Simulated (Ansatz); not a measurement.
Saddle point of CH$_{9}$NSi, singlet (CH₅N ([CH3][NH2]) + SiH₄ → CH₇NSi ([CH3][NH][SiH3]) + H₂; bonds formed: Si1–N7, H2–H6; bonds broken: Si1–H2, H6–N7), PBE0-D4/def2-TZVP structure:

```
12
angstrom
Si -1.2897 0.3859 -0.1474
H -0.3546 1.6700 0.9102
H -1.7326 -0.8628 -0.8893
H -2.3912 0.5927 0.8209
H -1.1156 1.3493 -1.2604
H 0.2167 0.6752 1.0821
N 0.2449 -0.4022 0.5621
C 1.3674 -0.5288 -0.3644
H 0.0806 -1.2496 1.0970
H 1.6186 0.4705 -0.7295
H 1.1130 -1.1589 -1.2196
H 2.2426 -0.9415 0.1381
```

Energies are electronic, without zero-point energy. Barriers and step energies count from the start structure reached by relaxing down the imaginary mode; all methods use the PBE0-D4 structures, on which another method's saddle can fall below an end. Computed with Ansatz 0.2.0 (basis: def2-TZVPP, with def2-QZVPP for the basis limit); correlated methods freeze the cores. B3LYP uses VWN-RPA correlation. Extrapolation: Hartree–Fock as exp(−7.88 √X), correlation as X^−2.97.

```
      method  barrier (eV)  step energy (eV)
       SPW92         1.258            -0.045
      PBE-D4         1.570            -0.087
     BLYP-D4             ?            -0.147
   r2SCAN-D4             ?            -0.134
      B97M-V         1.745            -0.084
     PBE0-D4         1.701            -0.081
    B3LYP-D4             ?            -0.132
  r2SCAN0-D4         1.764            -0.119
    BHLYP-D4         2.008            -0.118
CAM-B3LYP-D4         1.875            -0.124
     wB97X-V         1.886            -0.106
     wB97M-V         1.851            -0.110
      B2PLYP         1.914            -0.140
    PBE-QIDH         1.820            -0.116
  RPA on PBE         1.948            -0.103
          HF         2.475            -0.094
         MP2         1.859            -0.190
        CCSD         2.014            -0.098
     CCSD(T)         1.924            -0.113
```

Q: Fill in the withheld barriers. (To be estimated.)

A: By the calculation: B3LYP-D4 1.838; BLYP-D4 1.741; r2SCAN-D4 1.671 eV. Each is the energy of the saddle less that of the start structure, by the same method.

For comparison, the barrier by CCSD(T) at an estimated basis limit (MP2 extrapolated from triple and quadruple zeta, plus CCSD(T) − MP2 in triple zeta) is 1.882 eV.

No T1 diagnostic of these runs exceeds 0.012.

Labels in which every atom is bracketed show which atoms are joined, not bond orders.

For scale, one of the runs: CCSD(T)/def2-TZVPP, 230 basis functions, launched by `ansatz run in.yaml --threads 4 --pin off --events-out ev --progress --plain --max-ram 9574MiB`. Hardware: 4 CPU threads of an Arm Neoverse V1, shared host. Wall time 58 s; peak host memory 3.9 GiB.
